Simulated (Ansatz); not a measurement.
Reactions of C₃H₅F₂ (`F[CH]CCF`) radical.

Program: Ansatz. Geometries: PBE0-D4/def2-TZVP. ΔE: electronic, gas phase. CBS: MP2 limit from def2 TZ/QZ plus the TZ coupled-cluster correction, frozen cores. This one scheme is used for every species, atoms too. For atomizations the MP2-based limit and the directly extrapolated one differ by several kJ/mol either way, and by 10 to 25 for some Ge, Se and Sn compounds, so smaller differences from it don't rank the levels. DFT in def2-TZVPP. B3LYP here is the variant with VWN-RPA as its local correlation; programs differ in this. Open shells (•) are unrestricted, without spin–orbit coupling. Spin–orbit coupling would lower the free atoms: a little for C, F. Each species was taken in one conformer, which may not be the lowest.

```tsv
reaction	LDA (SPW92) (kJ/mol)	CCSD(T)/def2-SVP (kJ/mol)	B3LYP-D4 (kJ/mol)	CCSD(T)/CBS(def2) (kJ/mol)
`F[CH]CCF`• → `[CH2]CC(F)F`•	-28	-38	-27	-33
`F[CH]CCF`• → `[CH2]C(F)CF`•	19	10	12	8
`F[CH]CCF`• → 3 C• + 2 F• + 5 H•	4472	3665	3839	3828
`F[CH]CCF`• → `C[C](F)CF`•	-30	-15	-24	-18
```

Largest T1 diagnostic: 0.014, for `C[C](F)CF`•.
